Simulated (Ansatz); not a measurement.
SiH$_{4}$SO, closed shell: a trajectory.

in.yaml

```yaml
crystal:
  periodic: [false, false, false]
  atoms:
    - {symbol: Si, position_ang: [-0.685348, -0.131043, 0.574944]}
    - {symbol: S, position_ang: [1.519923, 0.017328, -0.427922]}
    - {symbol: O, position_ang: [-1.024356, 1.266784, 0.000769]}
    - {symbol: H, position_ang: [0.620227, 1.113459, -0.549888]}
    - {symbol: H, position_ang: [-1.207529, -1.396974, -0.009609]}
    - {symbol: H, position_ang: [-0.325462, -0.353514, 2.000853]}
    - {symbol: H, position_ang: [1.102544, -0.516140, -1.589146]}
basis:
  gaussian: {orbitals: def2-SVP}
hamiltonian: {xc: pbe0, dispersion: d4}
md: {n_steps: 40, timestep: 1.0, temperature: 700, ensemble: nvt_nose_hoover, seed: 802, initial_velocities: maxwell_boltzmann}
```

Run by:

```bash
ansatz run in.yaml --threads 2 --pin off --events-out ev --progress --plain --max-ram 4352MiB
```

What Ansatz 0.2.0 printed:

```
Functional definition: PBE0
  name "PBE0"
  cite "Adamo & Barone, J. Chem. Phys. 110, 6158 (1999) doi:10.1063/1.478522"
  cite "Perdew, Burke & Ernzerhof, Phys. Rev. Lett. 77, 3865 (1996) doi:10.1103/PhysRevLett.77.3865"
  parent pbe
  parameter a = 0.25
  parameter kappa = 0.804
  parameter beta = 0.06672455060314922
  exchange = (1 - a)*pbe_x(kappa = kappa, mu = beta*pi^2/3) + a*exact_x
  correlation = pbe_c(beta = beta)
708 factors; integrals over basis functions are off by at most 4.7e-4 eV
mean field evaluation 1: about -20801.2348 eV, gradient 5.8e1 eV
mean field evaluation 2: about -20708.7840 eV, gradient 1.9e2 eV
mean field evaluation 4: about -20807.6192 eV, gradient 6.3e0 eV
mean field evaluation 8: about -20807.7379 eV, gradient 1.1e-1 eV
mean field -20807.73793427 eV, -764.6702650931 hartree, gradient 2.5e-5 eV, S^2 0.000000; 0 other end points of the search recorded, 0 dependent functions left out
the calculation of the forces begins
reference -20807.73795639 eV, -764.6702659060 hartree; 21, 21 occupied and 49, 49 virtual orbitals, 708 factors
md step     0: t =     0.00 fs  T =   700.0 K  F+E_penalty+E_count = -20807.85257088 eV  E_kin = 0.452410 eV  conserved = -20807.40016088 eV  (24 SCF iters)
md step     1: t =     1.00 fs  T =   635.6 K  F+E_penalty+E_count = -20807.80598616 eV  E_kin = 0.410777 eV  conserved = -20807.39521061 eV  (25 SCF iters, 3 dispersion substeps)
md step     2: t =     2.00 fs  T =   452.7 K  F+E_penalty+E_count = -20807.68189475 eV  E_kin = 0.292606 eV  conserved = -20807.38929824 eV  (24 SCF iters, 3 dispersion substeps)
md step     3: t =     3.00 fs  T =   281.4 K  F+E_penalty+E_count = -20807.56745570 eV  E_kin = 0.181877 eV  conserved = -20807.38560884 eV  (24 SCF iters, 3 dispersion substeps)
md step     4: t =     4.00 fs  T =   210.4 K  F+E_penalty+E_count = -20807.52052441 eV  E_kin = 0.135993 eV  conserved = -20807.38459457 eV  (24 SCF iters, 3 dispersion substeps)
md step     5: t =     5.00 fs  T =   264.7 K  F+E_penalty+E_count = -20807.55720003 eV  E_kin = 0.171086 eV  conserved = -20807.38623112 eV  (24 SCF iters, 3 dispersion substeps)
md step     6: t =     6.00 fs  T =   403.5 K  F+E_penalty+E_count = -20807.65103207 eV  E_kin = 0.260761 eV  conserved = -20807.39049048 eV  (24 SCF iters, 3 dispersion substeps)
md step     7: t =     7.00 fs  T =   527.4 K  F+E_penalty+E_count = -20807.73651604 eV  E_kin = 0.340885 eV  conserved = -20807.39601739 eV  (24 SCF iters, 3 dispersion substeps)
md step     8: t =     8.00 fs  T =   526.9 K  F+E_penalty+E_count = -20807.73729013 eV  E_kin = 0.340525 eV  conserved = -20807.39735889 eV  (24 SCF iters, 3 dispersion substeps)
md step     9: t =     9.00 fs  T =   405.7 K  F+E_penalty+E_count = -20807.65020900 eV  E_kin = 0.262205 eV  conserved = -20807.38879713 eV  (24 SCF iters, 3 dispersion substeps)
md step    10: t =    10.00 fs  T =   348.5 K  F+E_penalty+E_count = -20807.60602872 eV  E_kin = 0.225263 eV  conserved = -20807.38173994 eV  (24 SCF iters, 3 dispersion substeps)
md step    11: t =    11.00 fs  T =   484.1 K  F+E_penalty+E_count = -20807.70094216 eV  E_kin = 0.312895 eV  conserved = -20807.38924739 eV  (24 SCF iters, 3 dispersion substeps)
md step    12: t =    12.00 fs  T =   682.6 K  F+E_penalty+E_count = -20807.83550252 eV  E_kin = 0.441193 eV  conserved = -20807.39584931 eV  (24 SCF iters, 3 dispersion substeps)
md step    13: t =    13.00 fs  T =   798.0 K  F+E_penalty+E_count = -20807.90658186 eV  E_kin = 0.515770 eV  conserved = -20807.39278630 eV  (25 SCF iters, 3 dispersion substeps)
md step    14: t =    14.00 fs  T =   869.9 K  F+E_penalty+E_count = -20807.94606707 eV  E_kin = 0.562197 eV  conserved = -20807.38632045 eV  (27 SCF iters, 3 dispersion substeps)
md step    15: t =    15.00 fs  T =  1033.8 K  F+E_penalty+E_count = -20808.04831974 eV  E_kin = 0.668124 eV  conserved = -20807.38315738 eV  (28 SCF iters, 3 dispersion substeps)
md step    16: t =    16.00 fs  T =  1350.6 K  F+E_penalty+E_count = -20808.26351784 eV  E_kin = 0.872883 eV  conserved = -20807.39415785 eV  (27 SCF iters, 3 dispersion substeps)
md step    17: t =    17.00 fs  T =  1593.6 K  F+E_penalty+E_count = -20808.44951315 eV  E_kin = 1.029949 eV  conserved = -20807.42360682 eV  (27 SCF iters, 3 dispersion substeps)
md step    18: t =    18.00 fs  T =  1572.5 K  F+E_penalty+E_count = -20808.38440195 eV  E_kin = 1.016282 eV  conserved = -20807.37247514 eV  (27 SCF iters, 3 dispersion substeps)
md step    19: t =    19.00 fs  T =  2154.7 K  F+E_penalty+E_count = -20808.78475508 eV  E_kin = 1.392612 eV  conserved = -20807.39652534 eV  (24 SCF iters, 3 dispersion substeps)
md step    20: t =    20.00 fs  T =  2890.1 K  F+E_penalty+E_count = -20809.32373634 eV  E_kin = 1.867848 eV  conserved = -20807.45960910 eV  (26 SCF iters, 5 dispersion substeps)
md step    21: t =    21.00 fs  T =  2619.8 K  F+E_penalty+E_count = -20809.10749155 eV  E_kin = 1.693208 eV  conserved = -20807.41627638 eV  (27 SCF iters, 5 dispersion substeps)
md step    22: t =    22.00 fs  T =  1924.7 K  F+E_penalty+E_count = -20808.62653257 eV  E_kin = 1.243929 eV  conserved = -20807.38239933 eV  (24 SCF iters, 5 dispersion substeps)
md step    23: t =    23.00 fs  T =  1560.9 K  F+E_penalty+E_count = -20808.38854509 eV  E_kin = 1.008792 eV  conserved = -20807.37744118 eV  (23 SCF iters, 5 dispersion substeps)
md step    24: t =    24.00 fs  T =  1701.5 K  F+E_penalty+E_count = -20808.48991292 eV  E_kin = 1.099696 eV  conserved = -20807.38563801 eV  (25 SCF iters, 5 dispersion substeps)
md step    25: t =    25.00 fs  T =  2182.6 K  F+E_penalty+E_count = -20808.81281190 eV  E_kin = 1.410624 eV  conserved = -20807.39451721 eV  (24 SCF iters, 5 dispersion substeps)
md step    26: t =    26.00 fs  T =  2692.3 K  F+E_penalty+E_count = -20809.18134872 eV  E_kin = 1.740064 eV  conserved = -20807.42905170 eV  (26 SCF iters, 5 dispersion substeps)
md step    27: t =    27.00 fs  T =  2423.6 K  F+E_penalty+E_count = -20809.06466396 eV  E_kin = 1.566369 eV  conserved = -20807.48039866 eV  (27 SCF iters, 5 dispersion substeps)
md step    28: t =    28.00 fs  T =  1418.4 K  F+E_penalty+E_count = -20808.23043216 eV  E_kin = 0.916730 eV  conserved = -20807.29098415 eV  (26 SCF iters, 5 dispersion substeps)
md step    29: t =    29.00 fs  T =  1879.2 K  F+E_penalty+E_count = -20808.70515674 eV  E_kin = 1.214551 eV  conserved = -20807.46342703 eV  (23 SCF iters, 5 dispersion substeps)
md step    30: t =    30.00 fs  T =  2231.4 K  F+E_penalty+E_count = -20808.92098523 eV  E_kin = 1.442170 eV  conserved = -20807.44561886 eV  (27 SCF iters, 5 dispersion substeps)
md step    31: t =    31.00 fs  T =  1728.5 K  F+E_penalty+E_count = -20808.55476229 eV  E_kin = 1.117148 eV  conserved = -20807.39811117 eV  (24 SCF iters, 5 dispersion substeps)
md step    32: t =    32.00 fs  T =  1297.2 K  F+E_penalty+E_count = -20808.27153449 eV  E_kin = 0.838364 eV  conserved = -20807.38854219 eV  (24 SCF iters, 5 dispersion substeps)
md step    33: t =    33.00 fs  T =  1281.8 K  F+E_penalty+E_count = -20808.26554044 eV  E_kin = 0.828424 eV  conserved = -20807.38794496 eV  (24 SCF iters, 5 dispersion substeps)
md step    34: t =    34.00 fs  T =  1719.0 K  F+E_penalty+E_count = -20808.56019752 eV  E_kin = 1.111000 eV  conserved = -20807.39453855 eV  (24 SCF iters, 5 dispersion substeps)
md step    35: t =    35.00 fs  T =  2308.3 K  F+E_penalty+E_count = -20809.00574277 eV  E_kin = 1.491882 eV  conserved = -20807.45142259 eV  (27 SCF iters, 5 dispersion substeps)
md step    36: t =    36.00 fs  T =  1994.4 K  F+E_penalty+E_count = -20808.83015746 eV  E_kin = 1.288966 eV  conserved = -20807.46985876 eV  (25 SCF iters, 5 dispersion substeps)
md step    37: t =    37.00 fs  T =  1728.9 K  F+E_penalty+E_count = -20808.50570963 eV  E_kin = 1.117396 eV  conserved = -20807.30881407 eV  (25 SCF iters, 5 dispersion substeps)
md step    38: t =    38.00 fs  T =  2824.6 K  F+E_penalty+E_count = -20809.41053079 eV  E_kin = 1.825565 eV  conserved = -20807.49489120 eV  (22 SCF iters, 5 dispersion substeps)
md step    39: t =    39.00 fs  T =  2763.4 K  F+E_penalty+E_count = -20809.30692931 eV  E_kin = 1.785992 eV  conserved = -20807.41688888 eV  (24 SCF iters, 5 dispersion substeps)
md step    40: t =    40.00 fs  T =  2086.0 K  F+E_penalty+E_count = -20808.84219908 eV  E_kin = 1.348199 eV  conserved = -20807.37693513 eV  (24 SCF iters, 5 dispersion substeps)
Total energy: -20808.84222191 eV, -764.7108469152 hartree
Atom 0 at    -0.471797    -0.130902     0.459033 Å, force    -1.061048     1.135134     1.422180 eV/Å
Atom 1 at     1.433497    -0.037203    -0.352246 Å, force     0.510195    -2.552324    -2.106204 eV/Å
Atom 2 at    -1.096190     1.306957     0.039314 Å, force    -0.474933     5.598413    -2.961117 eV/Å
Atom 3 at    -0.874199     2.216961    -0.594990 Å, force    -0.675970    -4.898265     3.065407 eV/Å
Atom 4 at    -1.440703    -1.149274    -0.001368 Å, force     0.312101    -0.555846    -0.234150 eV/Å
Atom 5 at    -0.508589    -0.092471     1.988295 Å, force     0.293256    -0.352990    -0.584661 eV/Å
Atom 6 at     0.952237    -1.035572    -1.328908 Å, force     1.096399     1.625878     1.398544 eV/Å
Dipole moment:     0.004265     0.022060    -0.320705 e Å

[the SCF lines of later steps are left out]
```

The run took about 47 s on 2 CPU threads of an Arm Neoverse V1 (shared host).
